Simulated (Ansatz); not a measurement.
Input for Ansatz (development build ahead of 0.2.0):

```yaml
crystal:
  periodic: [false, false, false]
  atoms:
    - { symbol: O, position_ang: [0.0, 0.0, 0.0] }
    - { symbol: H, position_ang: [1.45671, 0.0, 0.84103] }
    - { symbol: H, position_ang: [-1.57886, 0.0, 0.91155] }
basis:
  gaussian: { orbitals: "6-31G" }
total_charge: 1
magnetization:
  initial_magnetization: 1
hamiltonian:
  xc: hf
correlation:
  method: fci
  frozen_orbitals: { H: 0, O: 1 }
```

The input is written out in the form of the current development build from the run's settings.

Results

* Converged: yes
* Total energy: -75.50824 hartree
* State: lowest doublet root, of any spatial symmetry
